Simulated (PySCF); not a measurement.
Compound: MgF (doublet state).
Numbering: `[F:1][Mg:2]`

The calculation used PySCF 2.14.0, UKS B3LYP, IGLO-III on F, def2-TZVP with uncontracted s and p shells and three added tight s functions on Mg, non-relativistic, mean-field spin-orbit, GIAO. Geometry: PBE0-D3(BJ)/def2-SVP; no solvent, vibrations or thermal averaging.

Give the principal g shifts and their parts.

| Δg (ppm) | 1 | 2 | 3 |
| --- | --- | --- | --- |
| relativistic mass correction | -88 | -88 | -88 |
| gauge correction | 37 | 37 | 18 |
| orbital Zeeman/spin–orbit | -1689 | -1688 | 0 |
| total | -1740 | -1740 | -70 |

So g = 2.00058, 2.00058, 2.00225 and g_iso = 2.00114; the tensor is axial. Axes: g3 lies along the molecular axis.

How much does each term add to the isotropic shift?

The orbital-Zeeman/spin–orbit term -1126, the mass correction -88 and the gauge correction 31 ppm, for a total of -1183 ppm. The orbital-Zeeman/spin–orbit term is the largest in size. The mass correction is the same along every axis, so the anisotropy comes from the other two: their spans along these axes are 19 (gauge) and 1689 ppm (orbital Zeeman/spin–orbit).

At 93.561 GHz, how far is the centre of the isotropic spectrum from where a free electron (g = 2.002319) resonates?

B = hν/(g μB) with μB/h = 13.99624 MHz/mT gives 3338.49 mT for the free electron and 3340.46 mT at g_iso, 1.97 mT higher.

What effective moment and Curie constant follow for a powder?

With the mean of g² = 4.0045 and S(S+1) = 0.75: μ_eff = √(⟨g²⟩S(S+1)) = 1.733 μB and χT = 0.12505·⟨g²⟩·S(S+1) = 0.376 cm³ K/mol (cgs; spin-Hamiltonian part alone).

In a frozen sample, at which fields do the three g values resonate at 9.5, 34, 94 and 263 GHz (hyperfine left aside), and which band first spreads them over more than twice a line width of 0.5 mT?

```tsv
band	GHz	B(g3) mT	B(g2) mT	B(g1) mT	spread mT
X	9.5	339.00	339.28	339.28	0.28
Q	34.0	1213.25	1214.26	1214.26	1.01
W	94.0	3354.27	3357.07	3357.07	2.80
J	263.0	9384.82	9392.66	9392.66	7.83
```

The spread grows in proportion to the frequency. Q band is the first where it exceeds 1.0 mT.

The largest Mulliken spin population is on Mg2 (+0.98).

The HOMO–LUMO gaps are 4.57 eV among the α and 6.07 eV among the β orbitals.
